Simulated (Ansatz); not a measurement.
A-type hexagonal La2O3 was calculated with r²SCAN+rVV10 (Ansatz, a quantum-chemistry and plane-wave program, PAW).

Settings: plane-wave cutoff 500 eV, 12×12×8 k mesh (along the axes of the cell as run), Fermi–Dirac smearing 0.05 eV, scalar-relativistic PAW data made under PBE.

Cell (relaxed at this level):

La2O3 is taken in the trigonal space group P-3m1 (No. 164), Pearson symbol hP5. Cell: a = b = 3.9287 Å, c = 6.0745 Å, α = β = 90.00°, γ = 120.00°. La on 2d sees 4 O at 2.361–2.440 Å and 3 O at 2.713 Å. O1 on 2d has 4 La at 2.361–2.440 Å (tetrahedral). O2 on 1a has 6 La at 2.713 Å (octahedral). (Neighbours: up to the widest gap in distance over summed covalent radii, below 1.35, at either atom; cation-cation and far metal-metal contacts left out.)

### Question
What does this level give for the band gap?

### Answer

band gap: 4.17 eV (on the SCF k mesh)

Spin–orbit coupling is not included.

The computed numbers hold no vibrational or temperature effects.

Cost on a shared machine: very roughly 4 core-minutes.
